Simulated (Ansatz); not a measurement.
`C=NC(C)=S`. Charge 0, multiplicity 1. The structure was optimised at the PBE0-D4/def2-TZVP level.

```xyz
10

C     0.364   -1.717    0.729
N    -0.137   -0.568    0.834
C    -0.600    0.177   -0.217
C     0.130    1.470   -0.388
S    -1.890   -0.275   -1.105
H     0.651   -2.256    1.629
H     0.516   -2.201   -0.241
H    -0.261    2.021   -1.239
H     1.200    1.280   -0.523
H     0.027    2.068    0.522
```

Task: What is the dipole moment at ωB97M-V/def2-TZVPP? (Best estimate.)

Result: The calculation gave: 2.94 D, with components (2.81, -0.40, 0.76) D in this frame, pointing from negative to positive charge.

Task: And with PBE, r2SCAN, B3LYP? (Estimate.)

Result: Computed: PBE 2.86 D, r2SCAN 3.02 D, B3LYP 2.92 D.

Task: Give the Mulliken charges with ωB97M-V, B3LYP, PBE in def2-TZVPP. (An estimate is asked.)

Result: The calculation gave: 
| atom | ωB97M-V | B3LYP | PBE |
| --- | --- | --- | --- |
| C1 | -0.06 | -0.07 | -0.06 |
| N2 | -0.16 | -0.14 | -0.10 |
| C3 | 0.10 | 0.15 | 0.14 |
| C4 | -0.25 | -0.21 | -0.21 |
| S5 | -0.20 | -0.26 | -0.26 |
| H6 | 0.12 | 0.13 | 0.11 |
| H7 | 0.10 | 0.09 | 0.08 |
| H8 | 0.11 | 0.10 | 0.10 |
| H9 | 0.11 | 0.09 | 0.09 |
| H10 | 0.13 | 0.11 | 0.11 |

B3LYP here is the variant with VWN-RPA as its local correlation; programs differ in this.
